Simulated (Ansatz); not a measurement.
A made-up structure of CHBN (charge -1), singlet:

B1  (0.273, -0.931, 0.089)
C2  (0.071, 0.331, -0.055)
N3  (-1.171, -0.501, 0.229)
H4  (0.828, 1.101, -0.264)
(Å)

It is relaxed with PBE-D4/def2-SVPD and then PBE0-D4/def2-TZVPD (Ansatz 0.2.0). Atoms count as bonded within 1.22 times the sum of their covalent radii (H–H: 0.88 Å). The end point is not checked to be a true minimum.

(1) Does its bonding change? (A judgement: the text doesn't fix the answer.)

Answers

(1) By the calculation: No: no bond forms or breaks.

Where it ends: The first stage lowers the energy by 2.87 eV in 9 steps. It ends as CHBN ([B]1[CH][N]1), total charge -1:
```json
{"atom": "B1", "x (Å)": "0.1558", "y (Å)": "-1.2748", "z (Å)": "0.1576"}
{"atom": "C2", "x (Å)": "0.2479", "y (Å)": "0.2267", "z (Å)": "-0.0674"}
{"atom": "N3", "x (Å)": "-0.9327", "y (Å)": "-0.2253", "z (Å)": "0.1657"}
{"atom": "H4", "x (Å)": "0.5290", "y (Å)": "1.2733", "z (Å)": "-0.2559"}
```

Labels in which every atom is bracketed show which atoms are joined, not bond orders.

For scale, one of the runs: PBE0-D4/def2-TZVPD relaxation, 120 basis functions, launched by `ansatz run in.yaml --threads 2 --pin off --events-out ev --progress --plain --max-ram 4352MiB`. Hardware: 2 CPU threads of an Arm Neoverse V1, shared host. Wall time about 10 s.
